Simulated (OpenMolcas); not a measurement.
# A workflow on H3NO (hydroxylamine)

Aim: the energy (UHF/STO-3G), then the energy (CASSCF(2,2)/STO-3G), then a single-point energy (CASPT2(2,2)/STO-3G), then the energy (SC-NEVPT2(2,2)/STO-3G), then a single-point energy (MRCI(2,2)/STO-3G) of H3NO (hydroxylamine). 

The calculation is run with OpenMolcas 26.06.

3 further runs of the same task are left out: 1 for a known fault of the program, 1 that didn't finish, 1 set aside as unsound or not needed.

**1. The system as given**

H3NO has 5 atoms, charge 0, and is taken as a singlet. SMILES: `NO`. The N1–H3 distance was set to 2.032 Å, away from the relaxed value. At this shape a bond of the SMILES string is far longer than usual.

Bond lengths: N1–O2 1.422 Å, N1–H4 1.016 Å, O2–H5 0.960 Å. Angles: N1–O2–H5 102.8°, O2–N1–H4 104.5°.

**2. The energy at UHF/STO-3G (run 1)**

File step1.inp:

```
>>> EXPORT MOLCAS_PRINT=2

&GATEWAY
 BASLIB=$CurrDir
 COORD
 5
 angstrom
 N       -0.167550       0.467429      -0.909102
 O        0.362030       1.494759      -0.079872
 H       -0.162690      -1.190020       0.266770
 H       -1.144080       0.718879      -1.034142
 H        1.102580       1.823819      -0.595372
 BASIS=STO-3G
 GROUP=NoSym

&SEWARD

&SCF
 UHF
 SCRAMBLE=0.25
 PRORBITALS=1 1
```

The basis set STO-3G is read from a file made from the Basis Set Exchange's data (not shown).

The run is started by

```sh
$ export MOLCAS_MEM=1860
$ pymolcas step1.inp > step1.log
```

What it wrote:

```text
--- Start Module: gateway ---
[...]
--- Stop Module: gateway /rc=_RC_ALL_IS_WELL_ ---
--- Start Module: seward ---
[...]
      Basis functions           13
--- Stop Module: seward /rc=_RC_ALL_IS_WELL_ ---
--- Start Module: scf ---
[...]
       Convergence after  20 Iterations
[...]
::    Total SCF energy                               -129.1300757270
[...]
      Total spin, S                                     0.5883691376
[...]
      Total electronic charge=   18.000000
      Total            charge=   -0.000000
[...]
      Dipole Moment (debye):
      Origin of the operator (angstrom)=    0.0981    0.9635   -0.4658
                   X= -2.2413E-01               Y=  9.7798E-01               Z= -7.2470E-01           Total=  1.2377E+00
      Quadrupole Moment (debye*angstrom):
[...]
--- Stop Module: scf /rc=_RC_ALL_IS_WELL_ ---
[...]
```

Run time: 2 s. Hardware: 1 thread of Arm Neoverse V2, shared host; peak memory 0.37 GiB.

**3. A single-point energy at CASSCF(2,2)/STO-3G (run 2)**

File step2.inp:

```
>>> EXPORT MOLCAS_PRINT=2

&GATEWAY
  BasLib
  $CurrDir
  Coord
  5
  angstrom
  N       -0.167550       0.467429      -0.909102
  O        0.362030       1.494759      -0.079872
  H       -0.162690      -1.190020       0.266770
  H       -1.144080       0.718879      -1.034142
  H        1.102580       1.823819      -0.595372
  Basis
  STO-3G
  Group
  NoSym

&SEWARD

&RASSCF
  FileOrb
  $CurrDir/step1.UnaOrb
  Spin
  1
  Nactel
  2 0 0
  Inactive
  8
  Ras2
  2
  OrbListing
  Nothing
  OrbAppear
  Compact
```

The basis set STO-3G is read from a file made from the Basis Set Exchange's data (not shown).

The run is started by

```sh
$ export MOLCAS_MEM=1860
$ pymolcas step2.inp > step2.log
```

What it wrote:

```text
--- Start Module: gateway ---
[...]
--- Stop Module: gateway /rc=_RC_ALL_IS_WELL_ ---
--- Start Module: seward ---
[...]
      Basis functions           13
--- Stop Module: seward /rc=_RC_ALL_IS_WELL_ ---
--- Start Module: rasscf ---
[...]
      Number of active orbitals                  2
[...]
      Spin quantum number                      0.0
[...]
      Active orbitals                            2
[...]
      Number of CSFs                             3
[...]
      Number of root(s) required                 1
[...]
      Convergence after 11 iterations
[...]
      printout of CI-coefficients larger than  0.05 for root  1
      energy=    -129.143105
      conf/sym  11     Coeff  Weight
             1  20  -0.86649 0.75080
             3  02   0.49920 0.24920
      Natural orbitals and occupation numbers for root  1
      sym 1:   1.501606   0.498394
      ************************************************************************************************************************
      *                                                    Final results                                                     *
[...]
::    RASSCF root number  1 Total energy:   -129.14310521
[...]
      Total electronic charge=   18.000000
      Total            charge=   -0.000000
[...]
      Dipole Moment (debye):
      Origin of the operator (angstrom)=    0.0981    0.9635   -0.4658
                   X= -2.5102E-01               Y=  8.5072E-01               Z= -6.1493E-01           Total=  1.0793E+00
      Quadrupole Moment (debye*angstrom):
[...]
--- Stop Module: rasscf /rc=_RC_ALL_IS_WELL_ ---
[...]
```

Run time: 1.8 s. Hardware: 1 thread of Arm Neoverse V2, shared host; peak memory 0.36 GiB.

**4. The energy at CASPT2(2,2)/STO-3G (run 3)**

File step3.input:

```
* H3NO CASPT2
>>> EXPORT MOLCAS_PRINT=2

&GATEWAY
  BasLib
  $CurrDir
  Coord
  5
  angstrom
  N       -0.167550       0.467429      -0.909102
  O        0.362030       1.494759      -0.079872
  H       -0.162690      -1.190020       0.266770
  H       -1.144080       0.718879      -1.034142
  H        1.102580       1.823819      -0.595372
  Basis
  STO-3G
  Group
  NoSym

&SEWARD

&RASSCF
  FileOrb
  $CurrDir/step2.RasOrb
  Spin
  1
  Nactel
  2 0 0
  Inactive
  8
  Ras2
  2
  OrbListing
  Nothing
  OrbAppear
  Compact

&CASPT2
  Imaginary
  0.1
  Frozen
  2
```

The basis set STO-3G is read from a file made from the Basis Set Exchange's data (not shown).

The run is started by

```sh
$ export MOLCAS_MEM=1860
$ pymolcas step3.input > step3.log
```

What it wrote:

```text
--- Start Module: gateway ---
[...]
--- Stop Module: gateway /rc=_RC_ALL_IS_WELL_ ---
[...]
      Basis functions           13
[...]
--- Start Module: rasscf ---
[...]
      Number of active orbitals                  2
[...]
      Spin quantum number                      0.0
[...]
      Active orbitals                            2
[...]
      Number of CSFs                             3
[...]
      Number of root(s) required                 1
[...]
      Convergence after  4 iterations
[...]
      printout of CI-coefficients larger than  0.05 for root  1
      energy=    -129.143105
      conf/sym  11     Coeff  Weight
             1  20  -0.86649 0.75080
             3  02   0.49920 0.24920
      Natural orbitals and occupation numbers for root  1
      sym 1:   1.501606   0.498394
      ************************************************************************************************************************
      *                                                    Final results                                                     *
[...]
::    RASSCF root number  1 Total energy:   -129.14310521
[...]
      Total electronic charge=   18.000000
      Total            charge=   -0.000000
[...]
      Dipole Moment (debye):
      Origin of the operator (angstrom)=    0.0981    0.9635   -0.4658
                   X= -2.5102E-01               Y=  8.5072E-01               Z= -6.1493E-01           Total=  1.0793E+00
      Quadrupole Moment (debye*angstrom):
[...]
--- Stop Module: rasscf /rc=_RC_ALL_IS_WELL_ ---
--- Start Module: caspt2 ---
[...]
 ###    WARNING: User changed nr of frozen orbitals.                         ###
 ###############################################################################
[...]
      E2 (Variational):          -0.0732912644
      Total energy:            -129.2163964768
[...]
      Reference weight:           0.96951
[...]
::    CASPT2 Root  1     Total energy:   -129.21639648
[...]
--- Stop Module: caspt2 /rc=_RC_ALL_IS_WELL_ ---
[...]
```

Run time: 1.7 s. Hardware: 1 thread of Arm Neoverse V2, shared host; peak memory 0.37 GiB.

**5. A single-point energy at SC-NEVPT2(2,2)/STO-3G (run 4)**

File step4.input:

```
&GATEWAY
 BasLib=$CurrDir
 Coord
 5
 angstrom
 N       -0.167550       0.467429      -0.909102
 O        0.362030       1.494759      -0.079872
 H       -0.162690      -1.190020       0.266770
 H       -1.144080       0.718879      -1.034142
 H        1.102580       1.823819      -0.595372
 Basis=STO-3G
 Group=NoSym

&SEWARD

&RASSCF
 FileOrb=$CurrDir/step2.RasOrb
 Spin=1
 Nactel=2 0 0
 Inactive=8
 Ras2=2
 OrbListing=Nothing
 OrbAppear=Compact

&CASPT2
 SC-NEVPT2
 Frozen=2
```

The basis set STO-3G is read from a file made from the Basis Set Exchange's data (not shown).

The run is started by

```sh
$ export MOLCAS_MEM=1860
$ pymolcas step4.input > step4.log
```

What it wrote:

```text
--- Start Module: gateway ---
[...]
--- Stop Module: gateway /rc=_RC_ALL_IS_WELL_ ---
[...]
      Basis functions           13
[...]
--- Start Module: rasscf ---
[...]
      Number of active orbitals                  2
[...]
      Spin quantum number                      0.0
[...]
      Active orbitals                            2
[...]
      Number of CSFs                             3
[...]
      Number of root(s) required                 1
[...]
      Convergence after  4 iterations
[...]
      printout of CI-coefficients larger than  0.05 for root  1
      energy=    -129.143105
      conf/sym  11     Coeff  Weight
             1  20  -0.86649 0.75080
             3  02   0.49920 0.24920
      Natural orbitals and occupation numbers for root  1
      sym 1:   1.501606   0.498394
      ************************************************************************************************************************
      *                                                    Final results                                                     *
[...]
::    RASSCF root number  1 Total energy:   -129.14310521
[...]
      Total electronic charge=   18.000000
      Total            charge=   -0.000000
[...]
      Dipole Moment (debye):
      Origin of the operator (angstrom)=    0.0981    0.9635   -0.4658
                   X= -2.5102E-01               Y=  8.5072E-01               Z= -6.1493E-01           Total=  1.0793E+00
      Quadrupole Moment (debye*angstrom):
[...]
--- Stop Module: rasscf /rc=_RC_ALL_IS_WELL_ ---
--- Start Module: caspt2 ---
[...]
 ###    WARNING: User changed nr of frozen orbitals.                         ###
 ###############################################################################
[...]
      E2 (Variational):          -0.0724633039
[...]
      E2 (Variational):          -0.0723992526
      Total energy:            -129.2155044650
[...]
      Reference weight:           0.97035
[...]
::    SC-NEVPT2 Root  1     Total energy:   -129.21550446
[...]
--- Stop Module: caspt2 /rc=_RC_ALL_IS_WELL_ ---
[...]
```

It took 1.7 s on 1 thread of Arm Neoverse V2, shared host; peak memory 0.37 GiB.

**6. A single-point energy at MRCI(2,2)/STO-3G (run 5)**

File step5.input:

```
* H3NO MRCI
>>> EXPORT MOLCAS_PRINT=2
&GATEWAY
BASLIB = $CurrDir
COORD
5
angstrom
N       -0.167550       0.467429      -0.909102
O        0.362030       1.494759      -0.079872
H       -0.162690      -1.190020       0.266770
H       -1.144080       0.718879      -1.034142
H        1.102580       1.823819      -0.595372
BASIS = STO-3G
GROUP = NoSym
&SEWARD
&RASSCF
FILEORB = $CurrDir/step2.RasOrb
SPIN = 1
NACTEL = 2 0 0
INACTIVE = 8
RAS2 = 2
ORBLISTING = Nothing
ORBAPPEAR = Compact
&MOTRA
LUMORB
FROZEN = 2
&GUGA
ELECTRONS = 14
SPIN = 1
INACTIVE = 6
ACTIVE = 2
CIALL = 1
&MRCI
SDCI
```

The basis set STO-3G is read from a file made from the Basis Set Exchange's data (not shown).

The run is started by

```sh
$ export MOLCAS_MEM=1860
$ pymolcas step5.input > step5.log
```

What it wrote:

```text
--- Start Module: gateway ---
[...]
--- Stop Module: gateway /rc=_RC_ALL_IS_WELL_ ---
[...]
      Basis functions           13
[...]
      Number of active orbitals                  2
[...]
      Spin quantum number                      0.0
[...]
      Active orbitals                            2
[...]
      Number of CSFs                             3
[...]
      Number of root(s) required                 1
[...]
      Convergence after  4 iterations
[...]
      printout of CI-coefficients larger than  0.05 for root  1
      energy=    -129.143105
      conf/sym  11     Coeff  Weight
             1  20  -0.86649 0.75080
             3  02   0.49920 0.24920
      Natural orbitals and occupation numbers for root  1
      sym 1:   1.501606   0.498394
      ************************************************************************************************************************
      *                                                    Final results                                                     *
[...]
::    RASSCF root number  1 Total energy:   -129.14310521
[...]
      Dipole Moment (debye):
      Origin of the operator (angstrom)=    0.0981    0.9635   -0.4658
                   X= -2.5102E-01               Y=  8.5072E-01               Z= -6.1493E-01           Total=  1.0793E+00
      Quadrupole Moment (debye*angstrom):
[...]
      *** WARNING: Default frozen orbitals is overwritten by user input.
      *** Default values:   2
[...]
--- Start Module: guga ---
[...]
--- Stop Module: guga /rc=_RC_ALL_IS_WELL_ ---
--- Start Module: mrci ---
[...]
       (But an ACPF correction will be computed)
       USE THE DEFAULT ACPF G-VALUE GFAC=  0.14285714285714285
[...]
                      CI ENERGY:  -129.23912566
[...]
                ACPF CORRECTION:    -0.00518618
[...]
      Total electronic charge=   18.000000
      Total            charge=   -0.000000
[...]
     ACPF CORRECTION:     -0.00518618
[...]
  CI State   1     Total energy:   -129.23912566     QDav:     -0.00610550     QACPF:     -0.00518618
[...]
--- Stop Module: mrci /rc=_RC_ALL_IS_WELL_ ---
[...]
```

Wall time 1.9 s (1 thread of Arm Neoverse V2, shared host); peak memory 0.37 GiB.

**7. Summary of results**

```
                                                    quantity          value
                             run 1, UHF/STO-3G: total energy  -129.13008 Eh
                            run 1, UHF/STO-3G: dipole moment         1.24 D
                              run 1, UHF/STO-3G: HOMO energy       -9.12 eV
                              run 1, UHF/STO-3G: LUMO energy        8.41 eV
                            run 1, UHF/STO-3G: HOMO–LUMO gap       17.52 eV
                                     run 1, UHF/STO-3G: ⟨S²⟩          0.935
                     run 2, CASSCF(2,2)/STO-3G: total energy  -129.14311 Eh
   run 2, CASSCF(2,2)/STO-3G: dipole moment (CASSCF density)         1.08 D
                     run 3, CASPT2(2,2)/STO-3G: total energy  -129.21640 Eh
   run 3, CASPT2(2,2)/STO-3G: dipole moment (CASSCF density)         1.08 D
                  run 4, SC-NEVPT2(2,2)/STO-3G: total energy  -129.21550 Eh
run 4, SC-NEVPT2(2,2)/STO-3G: dipole moment (CASSCF density)         1.08 D
                       run 5, MRCI(2,2)/STO-3G: total energy  -129.23913 Eh
     run 5, MRCI(2,2)/STO-3G: dipole moment (CASSCF density)         1.08 D
```

**Reading.** ⟨S²⟩ (run 1, UHF/STO-3G) is 0.93 where a pure singlet has 0.00: the reference is spin-contaminated. Mulliken charges (run 3, CASPT2(2,2)/STO-3G) of the CASSCF density run from -0.24 on O2 to +0.22 on H5; they depend strongly on the basis. Mulliken charges (run 4, SC-NEVPT2(2,2)/STO-3G) of the CASSCF density run from -0.24 on O2 to +0.22 on H5; they depend strongly on the basis. Mulliken charges (run 5, MRCI(2,2)/STO-3G) of the CASSCF density run from -0.24 on O2 to +0.22 on H5; they depend strongly on the basis.
